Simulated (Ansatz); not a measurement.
A made-up structure of BSiNH4, closed shell:

```tsv
atom	x (Å)	y (Å)	z (Å)
B1	-1.1628	0.3886	-0.7649
Si2	0.4353	0.1573	0.4112
N3	1.1515	-1.2844	0.3887
H4	-1.5179	-0.5393	-1.4224
H5	-1.7613	1.4202	-0.8236
H6	-0.9513	0.2515	0.3572
H7	1.9679	-1.4568	0.9658
```

It is relaxed with PBE-D4/def2-SVP and then PBE0-D4/def2-TZVP (Ansatz 0.2.0). Atoms count as bonded within 1.22 times the sum of their covalent radii (H–H: 0.88 Å). The end point is not checked to be a true minimum.

(1) Does its bonding change? (Judge from chemistry; the calculation decides.)

Answers

(1) Computed: Yes. Formed: none; broken: Si2–H6.

Where it ends: The first stage lowers the energy by 2.98 eV in 11 steps. It ends as BSiNH₄ ([BH3][Si][NH]):
B1  (-1.403, 0.368, -0.576)
Si2  (0.296, -0.405, 0.092)
N3  (1.604, -1.003, 0.608)
H4  (-1.601, -0.323, -1.544)
H5  (-1.068, 1.507, -0.786)
H6  (-2.124, 0.185, 0.373)
H7  (2.457, -1.393, 0.945)
(Å)

Labels in which every atom is bracketed show which atoms are joined, not bond orders.

For scale, one of the runs: PBE0-D4/def2-TZVP relaxation, 123 basis functions, launched by `ansatz run in.yaml --threads 2 --pin off --events-out ev --progress --plain --max-ram 4352MiB`. Hardware: 2 CPU threads of an Arm Neoverse V2, shared host. Wall time about 10 s.
